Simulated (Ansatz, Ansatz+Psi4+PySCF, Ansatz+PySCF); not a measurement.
```xyz
3

N     0.0000    0.0000    0.3375
O     0.0000    1.1365   -0.1480
O     0.0000   -1.1365   -0.1480
```

Basis set: cc-pVTZ (spherical functions). Frozen core: 3 orbitals. Correlation on ROHF uses semicanonical orbitals with singles. Charge 0, multiplicity 2.

Computed with Ansatz (development build ahead of 0.2.0); each method stands on the lowest determinant of its kind that the runs found.

The atomization energy at this shape (free ground-state atoms in the same class of orbitals less the molecule, no zero-point energy) of doublet NO2:

| method | atomization energy |
| --- | --- |
| ROHF-MP2 | 10.26 eV |
| UHF-MP2 | 9.16 eV |
| UHF | 1.96 eV |

What does ROHF-CCSD(T) give?

9.11 eV. Caution for ROHF-MP2, UHF-MP2: forces differ strongly between restricted and unrestricted references. Caution for UHF-MP2: another reference gives a lower total. Caution for UHF-MP2, UHF: the determinant breaks the point group; the unrestricted determinant is spin contaminated.
